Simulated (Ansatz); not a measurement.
**How methods differ on BNH2Cl (SMILES N[B]Cl)**

The species is BNH2Cl (5 atoms), meant as a doublet with charge 0. SMILES: `N[B]Cl`. The shape is that of a PBE0-D4/def2-TZVP optimisation. This is one conformer, not always the lowest.

```tsv
atom	x (Å)	y (Å)	z (Å)
N	-0.3340	0.4121	-0.2567
B	-0.0984	-0.5446	0.7044
Cl	1.3432	-1.5262	0.7846
H	-1.1767	0.9599	-0.2731
H	0.3158	0.6251	-1.0006
```

Quantity: the energy change with the N1–H5 bond stretched from 1.010 to 1.263 Å, in eV. The values are calculated.

| level | kind | program | value (eV) | less FCI/STO-3G |
| --- | --- | --- | --- | --- |
| U-revPBE/STO-3G | GGA | Ansatz | 0.60 | -0.08 |
| UPBE/STO-3G | GGA | Ansatz | 0.61 | -0.07 |
| UB3LYP/STO-3G | global hybrid | Ansatz | 0.72 | +0.04 |
| UPBE0/STO-3G | global hybrid | Ansatz | 0.80 | +0.12 |
| UCAM-B3LYP/STO-3G | range-separated hybrid | Ansatz | 0.80 | +0.12 |
| UBCCD(T)/STO-3G | coupled cluster or CI | Ansatz | 0.69 | +0.01 |
| UCCSDT(Q)/STO-3G | coupled cluster or CI | Ansatz | 0.68 | 0.00 |
| UCCSDTQ/STO-3G | coupled cluster or CI | Ansatz | 0.68 | 0.00 |
| FCI/STO-3G | exact in the basis | Ansatz | 0.68 | 0.00 |

FCI/STO-3G is exact within its basis and frozen core, so for wave-function methods in that basis the difference is their error; functionals converge differently with the basis, so for them it is only a difference. The first shape isn't each level's own minimum. The values span 0.60 to 0.80 eV. All rows use very small basis sets, so even the best lies far from the true value.
